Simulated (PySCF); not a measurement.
Molecule: N-methylisobutylamine (CNCC(C)C, C5H13N).

Molfile (atoms numbered from 1):
```
C5H13N
     RDKit          3D

 19 18  0  0  0  0  0  0  0  0999 V2000
    2.7944   -0.2924    0.4035 C   0  0  0  0  0  0  0  0  0  0  0  0
    1.4504   -0.6140   -0.0000 N   0  0  0  0  0  0  0  0  0  0  0  0
    0.5417    0.5065    0.0107 C   0  0  0  0  0  0  0  0  0  0  0  0
   -0.8798    0.1043   -0.3762 C   0  0  0  0  0  0  0  0  0  0  0  0
   -1.7815    1.3289   -0.4619 C   0  0  0  0  0  0  0  0  0  0  0  0
   -1.4402   -0.9442    0.5766 C   0  0  0  0  0  0  0  0  0  0  0  0
    2.7982    0.0441    1.4534 H   0  0  0  0  0  0  0  0  0  0  0  0
    3.4327   -1.1871    0.3475 H   0  0  0  0  0  0  0  0  0  0  0  0
    3.2791    0.5111   -0.1950 H   0  0  0  0  0  0  0  0  0  0  0  0
    1.4517   -1.0431   -0.9229 H   0  0  0  0  0  0  0  0  0  0  0  0
    0.5264    0.9267    1.0342 H   0  0  0  0  0  0  0  0  0  0  0  0
    0.8758    1.3401   -0.6506 H   0  0  0  0  0  0  0  0  0  0  0  0
   -0.8257   -0.3454   -1.3873 H   0  0  0  0  0  0  0  0  0  0  0  0
   -2.7977    1.0548   -0.7841 H   0  0  0  0  0  0  0  0  0  0  0  0
   -1.8682    1.8205    0.5215 H   0  0  0  0  0  0  0  0  0  0  0  0
   -1.3917    2.0733   -1.1739 H   0  0  0  0  0  0  0  0  0  0  0  0
   -1.5729   -0.5169    1.5848 H   0  0  0  0  0  0  0  0  0  0  0  0
   -2.4210   -1.3126    0.2380 H   0  0  0  0  0  0  0  0  0  0  0  0
   -0.7506   -1.7950    0.6655 H   0  0  0  0  0  0  0  0  0  0  0  0
  1  2  1  0
  2  3  1  0
  3  4  1  0
  4  5  1  0
  4  6  1  0
  1  7  1  0
  1  8  1  0
  1  9  1  0
  2 10  1  0
  3 11  1  0
  3 12  1  0
  4 13  1  0
  5 14  1  0
  5 15  1  0
  5 16  1  0
  6 17  1  0
  6 18  1  0
  6 19  1  0
M  END
```

Geometry PBE0-D3(BJ)/def2-SVP throughout; GIAO in PySCF 2.14, gas phase, one conformer, non-relativistic; equivalent atoms averaged; basis pcSseg-1.

For orientation, B97-D gives these shifts δ (against TMS, NH3 at the same level): C1 39.8, C4 35.1, C5/C6 23.1, N2 54.0, H7/H8/H9 2.57, H11/H12 2.23, H14/H15/H16/H17/H18/H19 1.03, H13 1.24, H10 -0.76 ppm.

A run gave: C1 38.3, C4 32.4, C5/C6 21.8, N2 49.2, H7/H8/H9 2.48, H11/H12 2.17, H14/H15/H16/H17/H18/H19 0.97, H13 1.24, H10 -0.78 ppm (shifts δ (against TMS, NH3 at the same level)).

Q: Which functional was used in that run?
A. HF
B. WP04
C. OPBE
D. LC-wPBE

A: C. C4 tells them apart best: OPBE gives 32.4, HF gives 27.9, WP04 gives 35.2, LC-wPBE gives 29.5 ppm.
